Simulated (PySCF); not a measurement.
**The bond of B₂+, level by level**

An exercise on one series of results from a longer session: the logs are not shown, and one member is left open.

Computed with PySCF 2.14.0. Level: B 6-31G(d,p), no relativity.

The first run:

The job is set up so:

```yaml
atoms: B, B
charge: 1
basis: B 6-31G(d,p)
Hamiltonian: no relativity
basis_functions: 28
electrons_treated: 9
masses_in_u: 11.0093, 11.0093
levels: PBE0, PBE, r²SCAN, PBEsol, BHandHLYP, MN15, ωB97X, HF, MP2, SCS-MP2, CCSD, CCSD(T)
grid: 80 radial by 434 angular points
occupations: held fixed by the projection of orbital angular momentum
dissociation_limit: B+ + B, each in its ground configuration
starting_distance_in_angstrom: 1.730
values_of_2S_to_try: 1, 3
```

Launch:

```bash
$ OMP_NUM_THREADS=1 python dia.py task.json out
```

Among the steps run: Set-up; The PBE0 curve of the state that the search chose; Excited determinants; PBE (GGA); r²SCAN (meta-GGA); PBEsol; BHandHLYP (global hybrid GGA); MN15 (hybrid meta-GGA); ωB97X; ROHF (mean field); Adding correlation.

One table of the session follows, with a row left open; its other results are not shown here.

It belongs to the step «The curves together». Energy (eV) from each level's lowest point:

| R (Å) | ROHF | ROHF-MP2 | ROHF-SCS-MP2 | ROHF-CCSD | ROHF-CCSD(T) |
| --- | --- | --- | --- | --- | --- |
| 1.877 | 0.249 | 0.202 | 0.215 | n/a | n/a |
| 1.964 | 0.118 | 0.077 | 0.085 | 0.096 | 0.084 |
| 2.051 | ? | ? | ? | ? | ? |
| 2.116 | 0.014 | 0.000 | 0.000 | 0.005 | 0.001 |
| 2.182 | 0.001 | 0.004 | 0.001 | 0.000 | 0.000 |
| 2.248 | 0.000 | 0.023 | 0.017 | 0.009 | 0.013 |
| 2.335 | 0.013 | 0.064 | 0.055 | 0.038 | 0.046 |
| 2.444 | 0.047 | 0.134 | 0.122 | 0.092 | 0.106 |
| 2.575 | 0.103 | 0.233 | 0.220 | 0.175 | 0.195 |
| 2.749 | 0.199 | 0.378 | 0.363 | n/a | n/a |

**Question.** Estimate the row for R (Å) = 2.051.

Worked estimate for «ROHF». A straight line through the neighbours (1.964, 0.118) and (2.116, 0.014) gives 0.118 + (0.014 − 0.118) × (2.051 − 1.964) / (2.116 − 1.964) = 0.058; a parabola fitted to 4 rows on both sides gives 0.041.

**Answer.** ROHF: 0.043; ROHF-MP2: 0.015; ROHF-SCS-MP2: 0.019; ROHF-CCSD: 0.028; ROHF-CCSD(T): 0.020. In «ROHF» the line misses by +0.015 and the parabola by -0.002.
